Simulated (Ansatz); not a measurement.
## What a trial cell of GaBiP₄ relaxes into

The calculation used Ansatz 0.2.0, DFT PBE, scalar-relativistic, plane waves, PAW.

The start puts GaBiP₄ on the sites of a reported HoCdCu4 cell (F-43m, No. 216), with Ga in place of Ho, Bi in place of Cd, P in place of Cu, at a guessed volume.

Input of the last, converged step (default PAW datasets):

```yaml
crystal:
  lattice:
    - [0.0, 4.0205858803, 4.0205858803]
    - [4.0205858803, 0.0, 4.0205858803]
    - [4.0205858803, 4.0205858803, 0.0]
  atoms:
    - { symbol: Ga, position: [0.25, 0.25, 0.25] }
    - { symbol: Bi, position: [0.0, 0.0, 0.0] }
    - { symbol: P, position: [0.6008216318, 0.1975351045, 0.6008216318] }
    - { symbol: P, position: [0.6008216318, 0.6008216318, 0.1975351045] }
    - { symbol: P, position: [0.6008216318, 0.6008216318, 0.6008216318] }
    - { symbol: P, position: [0.1975351045, 0.6008216318, 0.6008216318] }
basis:
  ecutwfc: 420
kpoints:
  mp_grid: { grid: [8, 8, 8] }
hamiltonian:
  xc: pbe
scf:
  occupations: { method: gaussian, width: 0.1 }
output:
  forces: true
  stress: true
  eigenvalues: true
relax:
  adjacent_minimum: "off"
  f_tol: 0.01
  max_steps: 80
  cell: { stress_tol: 0.05 }
```

Launched as:

```bash
ansatz run input.yaml --threads 1 --pin off --max-ram 2560MiB --backend cpu --events-out ev --progress --plain --runs-dir out
```

Time: 23 s on 1 thread of Arm Neoverse V2, on a shared host, peak memory 0.41 GiB.

End of the output:

```
SCF converged after 6 iterations
Free energy (F): -19199.686834 eV
Harris-Foulkes:  -19199.686834 eV  (|F-HF|=1.09e-11)
Internal energy: -19199.669565 eV  (E = F + TS)
E sigma→0 (E₀):  -19199.678200 eV
Entropy (-TS):   -0.017269 eV (-2.878 meV/atom)
Fermi energy:    8.573821 eV
--- Per-component energies (eV) ---
  E_band       = -136.343887
  E_kinetic    = 690.821025
  E_local      = -3949.317647  (includes V_loc(G=0)·N_el)
  E_nonlocal   = 1116.711590
  E_hartree    = 1582.212462
  E_xc         = -463.359025
  E_vxc        = -440.966163  (∫ρ·V_xc dr)
  E_paw        = -14923.538891  (= ΣΔE_a)
  E_vpaw       = -718.017104  (= ΣTr[D̂ρ^β])
  E_aug_tail   = -0.000521  (compensation charges beyond the density's cutoff)
  E_ewald      = -3253.198557
  E_smearing   = -0.017269  (= −TS)
  E_closure    =  0.000000  (closes the sum)
  Σ components = -19199.686834   (vs F -19199.686834, Δ=0.00e0)
--- Forces (eV/Å), atoms counted from 1 ---
  atom   1  Ga     0.00000000     0.00000000     0.00000000
  atom   2  Bi     0.00000000     0.00000000     0.00000000
  atom   3  P     -0.00076227     0.00076227    -0.00076227
  atom   4  P     -0.00076227    -0.00076227     0.00076227
  atom   5  P      0.00076227     0.00076227     0.00076227
  atom   6  P      0.00076227    -0.00076227    -0.00076227
  max |Σ_I F_I| component: 3.66e-16 eV/Å
--- Stress (GPa, compression-positive) ---
        0.022622       0.000000       0.000000
        0.000000       0.022622       0.000000
        0.000000       0.000000       0.022622
  P = ⅓ Tr σ = 0.0226 GPa (0.226 kbar)
--- Relaxed structure (1 steps of the walk, 1 accepted, 1 SCFs on fresh bases) ---
  F+E_penalty+E_count = -19199.68683424 eV   max|allowed force component| = 7.623e-4 eV/Å   (the final SCF, on the basis selected at the relaxed cell)
  cell:  # Å, volume = 129.9864 Å³
    - [0.0, 4.020586, 4.020586]
    - [4.020586, 0.0, 4.020586]
    - [4.020586, 4.020586, 0.0]
  atoms:
    - { symbol: Ga, position: [0.25, 0.25, 0.25] }
    - { symbol: Bi, position: [0.000000, 0.000000, 0.000000] }
    - { symbol: P, position: [0.600822, 0.197535, 0.600822] }
    - { symbol: P, position: [0.600822, 0.600822, 0.197535] }
    - { symbol: P, position: [0.600822, 0.600822, 0.600822] }
    - { symbol: P, position: [0.197535, 0.600822, 0.600822] }
```

Total energies depend on the potentials used, so only differences within one code and one set of settings carry meaning.

The result has space group F-43m (No. 216). Ga is coordinated by 12 P at 3.29 Å and 4 Bi at 3.48 Å; around Bi lie 12 P at 3.41 Å and 4 Ga at 3.48 Å; P is coordinated by 3 P at 2.29 Å.

Against the elements it lies at 0.43 eV/atom. The zero of energy is the elements' standard structures at the same level; no fitted shifts are applied.

The k mesh leaves about 4 meV/atom of noise in metals. Spin–orbit coupling is left out.

A structure relaxed within its symmetry needn't be a true minimum.